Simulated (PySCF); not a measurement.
**Curvature of the energy in the electron number along the third row**

Calculated with PySCF 2.14, in x2c-TZVPall, spin-free X2C: one orbital is emptied in steps, and each cell gives the departure of E from the straight line at half an electron, in eV (from a cubic fit). The exact functional gives zero.

```csv
species,orbital,LDA,PBE,r2SCAN,PBE0,BHandHLYP,LC-wPBE,wB97X,UHF
Al,3p alpha,-0.78,-0.76,-0.70,-0.55,-0.36,0.01,-0.04,0.08
Si,3p alpha,-0.94,-0.91,-0.84,-0.65,-0.41,-0.02,-0.08,0.13
P,3p alpha,-1.10,-1.07,-0.97,-0.76,-0.46,-0.08,-0.15,0.17
Cl,3p beta,-1.28,-1.23,-1.13,-0.85,-0.51,-0.13,-0.24,0.29
Ar,3p beta,-1.44,-1.38,-1.25,-0.95,-0.55,-0.22,-0.31,0.34
```

Q: Estimate the missing row, S.

A: The calculation gives LDA -1.13; PBE -1.09; r2SCAN -0.98; PBE0 -0.76; BHandHLYP -0.47; LC-wPBE -0.06; wB97X -0.18; UHF 0.24.

Q: How does the mean departure depend on the functional?

A: LDA -1.11 eV; PBE -1.07 eV; r2SCAN -0.98 eV; PBE0 -0.75 eV; BHandHLYP -0.46 eV; LC-wPBE -0.08 eV; wB97X -0.17 eV; UHF 0.21 eV. Semilocal functionals are convex (delocalisation error), Hartree-Fock is concave or straight, and exact exchange removes curvature roughly in proportion to its share, so among the functionals the range-separated hybrids usually come closest to zero.
